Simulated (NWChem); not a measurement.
System: LiF; SMILES [Li][F]

NWChem input:

```
start job
memory heap 200 mb stack 900 mb global 1100 mb
geometry units angstroms
  Li    -0.563304    -0.522555    -0.806186
  F      0.205801     0.190914     0.294537
end
basis spherical
  * library def2-tzvp
end
dft
  xc pbe0
  disp vdw 4
  iterations 150
end
driver
  maxiter 120
end
task dft optimize
task dft freq
```

Excerpt of the output:

```
             Northwest Computational Chemistry Package (NWChem) 7.3.0
             --------------------------------------------------------

 ORDER OF PRIMARY AXIS IS BEING SET TO 4
 C4V symmetry detected

                             Geometry "geometry" -> ""
                             -------------------------

 Output coordinates in angstroms (scale by  1.889725989 to convert to a.u.)

  No.       Tag          Charge          X              Y              Z
 ---- ---------------- ---------- -------------- -------------- --------------
    1 Li                   3.0000     0.00000000     0.00000000    -1.14043207
    2 F                    9.0000     0.00000000     0.00000000     0.38014402

 Effective nuclear repulsion energy (a.u.)       9.3962977854

      Symmetry information
      --------------------

 Group name             C4v
 Group number             18
 Group order               8
 No. of unique centers     2

                                Z-matrix (autoz)
                                --------

 Units are Angstrom for bonds and degrees for angles

      Type          Name      I     J     K     L     M      Value
      ----------- --------  ----- ----- ----- ----- ----- ----------
    1 Stretch                  1     2                       1.52058

                           NWChem Geometry Optimization
                           ----------------------------

 maximum gradient threshold         (gmax) =   0.000450
 rms gradient threshold             (grms) =   0.000300
 maximum cartesian step threshold   (xmax) =   0.001800
 rms cartesian step threshold       (xrms) =   0.001200
 fixed trust radius                (trust) =   0.300000
 source of zmatrix                         =   autoz

          -------------------
          Energy Minimization
          -------------------

 Using diagonal initial Hessian
 Scaling for Hessian diagonals: bonds = 1.00  angles = 0.25  torsions = 0.10

          --------
          Step   0

                                 NWChem DFT Module
                                 -----------------

[...]

      ----------------------
      Optimization converged
      ----------------------

  Step       Energy      Delta E   Gmax     Grms     Xrms     Xmax
  ---- ---------------- -------- -------- -------- -------- --------
@    3    -107.34812766 -9.3D-08  0.00000  0.00000  0.00015  0.00026
                                     ok       ok       ok       ok

                                Z-matrix (autoz)
                                --------

 Units are Angstrom for bonds and degrees for angles

      Type          Name      I     J     K     L     M      Value     Gradient
      ----------- --------  ----- ----- ----- ----- ----- ---------- ----------
    1 Stretch                  1     2                       1.55945   -0.00000

                         Geometry "geometry" -> "geometry"
                         ---------------------------------

 Output coordinates in angstroms (scale by  1.889725989 to convert to a.u.)

  No.       Tag          Charge          X              Y              Z
 ---- ---------------- ---------- -------------- -------------- --------------
    1 Li                   3.0000     0.00000000     0.00000000    -1.15986777
    2 F                    9.0000     0.00000000     0.00000000     0.39957972

 Effective nuclear repulsion energy (a.u.)       9.1620819574

      Symmetry information
      --------------------

 Group name             C4v
 Group number             18
 Group order               8
 No. of unique centers     2

                Final and change from initial internal coordinates
                --------------------------------------------------

                                Z-matrix (autoz)
                                --------

 Units are Angstrom for bonds and degrees for angles

[...]

 Rotational Constants
 --------------------
 A=   0.000000 cm-1  (  0.000000 K)
 B=   1.352900 cm-1  (  1.946478 K)
 C=   1.352900 cm-1  (  1.946478 K)

 Temperature                      =   298.15K
 frequency scaling parameter      =   1.0000

 Linear Molecule

 Zero-Point correction to Energy  =    1.317 kcal/mol  (  0.002098 au)
 Thermal correction to Energy     =    2.829 kcal/mol  (  0.004508 au)
 Thermal correction to Enthalpy   =    3.421 kcal/mol  (  0.005451 au)

 Total Entropy                    =   47.797 cal/mol-K
   - Translational                =   35.688 cal/mol-K (mol. weight =  26.0144)
   - Rotational                   =   11.981 cal/mol-K (symmetry #  =        1)
   - Vibrational                  =    0.128 cal/mol-K

 Cv (constant volume heat capacity) =    5.437 cal/mol-K
   - Translational                  =    2.979 cal/mol-K
   - Rotational                     =    1.986 cal/mol-K
   - Vibrational                    =    0.471 cal/mol-K

[normal modes left out]

 ----------------------------------------------------------------------------
 Normal Eigenvalue ||           Projected Infra Red Intensities
  Mode   [cm**-1]  || [atomic units] [(debye/angs)**2] [(KM/mol)] [arbitrary]
 ------ ---------- || -------------- ----------------- ---------- -----------
    1       -0.000 ||    0.000000           0.000         0.000       0.000
    2        0.000 ||    0.096990           2.238        94.551      14.007
    3        0.000 ||    0.096990           2.238        94.551      14.007
    4        0.000 ||    0.035818           0.826        34.917       5.173
    5        0.000 ||    0.035818           0.826        34.917       5.173
    6      921.565 ||    0.149857           3.457       146.088      21.641
 ----------------------------------------------------------------------------
```

Level: PBE0-D3(BJ)/def2-TZVP.
